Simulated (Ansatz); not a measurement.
Elastic constant C12 (GPa) of solids drawn from the class of intermetallic compounds, at two levels: LDA in Ansatz (plane waves, PAW), and PBEsol in Ansatz (plane waves, PAW).

```json
[
 {"solid": "L1₂ (Cu3Au-type) Cu3Au", "LDA": "166", "PBEsol": "?"},
 {"solid": "L1₂ (Cu3Au-type) Ni3Fe", "LDA": "202", "PBEsol": "178"},
 {"solid": "fluorite AuAl2", "LDA": "101", "PBEsol": "95.9"},
 {"solid": "L1₂ (Cu3Au-type) Al3Sc", "LDA": "44.4", "PBEsol": "42.4"},
 {"solid": "CsCl-type PdIn", "LDA": "140", "PBEsol": "126"},
 {"solid": "fluorite PtAl2", "LDA": "121", "PBEsol": "116"},
 {"solid": "antifluorite Mg2Ge", "LDA": "24.4", "PBEsol": "22.3"},
 {"solid": "L1₂ (Cu3Au-type) Pt3Ti", "LDA": "219", "PBEsol": "204"},
 {"solid": "CsCl-type CuZn", "LDA": "148", "PBEsol": "131"},
 {"solid": "CsCl-type RuAl", "LDA": "170", "PBEsol": "160"}
]
```

Question: Estimate the withheld PBEsol value from the other rows.

Answer: One way: carry over the typical ratio. The ratios PBEsol / LDA of the other rows, in order: 0.881, 0.885, 0.900, 0.914, 0.932, 0.941, 0.950, 0.955, 0.959; median 0.932. L1₂ (Cu3Au-type) Cu3Au: 166 × 0.932 = 155 GPa; the run gives 148 GPa. The ratios spread from 0.881 to 0.959, so such an estimate is rough.

Of 10 rows, PBEsol is the larger in 0 and the smaller in 10.

Ansatz's runs of these crystals have no spin polarisation, but for L1₂ (Cu3Au-type) Ni3Fe.

Density-functional runs with spin start from parallel moments for L1₂ (Cu3Au-type) Ni3Fe.

Spin–orbit coupling is left out, also for the solids with elements from indium on (L1₂ (Cu3Au-type) Cu3Au, fluorite AuAl2, CsCl-type PdIn, fluorite PtAl2, L1₂ (Cu3Au-type) Pt3Ti); its size isn't shown.

Each level is taken at its own relaxed cell. Ansatz's density-functional and Hartree–Fock values are scalar-relativistic unless marked +SOC, with PAW data made under PBE.

Ansatz is an electronic-structure program.
